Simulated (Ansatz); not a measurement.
Basis-set extrapolation for `ClCCCl` (PBE0-D4/def2-TZVP geometry, frozen core, Ansatz). Multiplicity 1, RHF reference.

|  | def2-TZVPP | def2-QZVPP |
| --- | --- | --- |
| HF | -997.118826 | -997.148056 |
| MP2 correlation | -0.726639 | -0.788362 |
| CCSD(T) correlation | -0.809613 | not run |

Energies in hartree. Use E(X) = E(∞) + A·exp(−7.88·√X) for Hartree–Fock and E(X) = E(∞) + B·X^(−2.97) for correlation, with X = 3 and 4, and add CCSD(T) minus MP2 of the smaller set to the MP2 limit.

**Question.** What is the CCSD(T) energy at the basis-set limit?

**Answer.** HF limit: -997.148056 + (-0.029230) × 0.13774 = -997.15208. MP2 limit: -0.788362 + (-0.061723) × 0.74074 = -0.83408. Higher-order term: -0.809613 − (-0.726639) = -0.08297. Total: -998.06913 hartree, 88.3 kcal/mol below CCSD(T)/def2-TZVPP.
